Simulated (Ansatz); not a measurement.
Correlation energies of CH$_{3}$MgS, SMILES `C[S][Mg]` radical by basis set

```xyz
6

C    -0.455    0.420    0.076
S     0.701   -0.688    0.952
Mg    1.867   -1.709   -0.783
H     0.067    1.147   -0.546
H    -1.167   -0.136   -0.534
H    -1.014    0.966    0.836
```

The species carries charge 0 and has multiplicity 2. Correlated methods include outer-core shells of Mg, which these sets cover unevenly. The geometry is a stationary point of PBE0-D4/def2-TZVP. Frozen core, unrestricted reference, Ansatz 0.2.0. CBS rows extrapolate triple and quadruple zeta. For Mg the program correlates outer-core shells too, which these sets cover unevenly, so the extrapolated numbers aren't a true limit.

| basis | HF (Eh) | MP2 corr. | CCSD corr. | (T) | CCSD(T) total |
| --- | --- | --- | --- | --- | --- |
| def2-SVP | -636.54666 | -0.29485 | -0.32626 | -0.01001 | -636.88293 |
| def2-TZVPP | -636.80059 | -0.53369 | ? | -0.01924 | ? |
| def2-QZVPP | ? | ? | -0.63066 | -0.02289 | ? |
| CBS(def2) | -636.82548 | -0.64567 | -0.67663 | ? | ? |

(1) Fill in the withheld values. (Estimate.)

## Answers

(1) Computed: def2-TZVPP CCSD corr.: -0.56861; def2-TZVPP CCSD(T) total: -637.38844; def2-QZVPP HF (Eh): -636.82246; def2-QZVPP MP2 corr.: -0.59802; def2-QZVPP CCSD(T) total: -637.47601; CBS(def2) (T): -0.02559; CBS(def2) CCSD(T) total: -637.52770.
